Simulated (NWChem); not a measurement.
hydrogen sulfide (H2S); SMILES S

Computed with NWChem. The geometry was optimised at PBE-D3(BJ)/def2-SVP. LC-ωPBE (HJS hole) with def2-SVP; x = 1 − exp(−ω/0.25 bohr⁻¹) is a scale chosen for this fit.

| row | x | −ε(HOMO) (eV) |
|---|---|---|
| ω = 0.05 | 0.181 | 6.61 |
| ω = 0.25 | 0.632 | withheld |
| ω = 0.30 | 0.699 | 9.52 |
| ω = 0.50 | 0.865 | 10.56 |
| ω = 0.80 | 0.959 | 11.12 |

Fit a straight line of the last column on the one before it, predict the withheld value, and compare with the run.


1. Means of the 4 shown rows: x = 0.6760, y = 9.452. Slope Σ(x − x̄)(y − ȳ)/Σ(x − x̄)² = 2.090/0.3614 = 5.783; intercept 5.543.
2. The shown rows scatter about the line by 0.038 (root mean square); the largest residual is -0.07, at ω = 0.30.
3. At x = 0.632 (ω = 0.25; inside the shown range) the line gives 9.20.
4. The run gives 9.10, -0.10 from the line, 2.6 times the scatter.
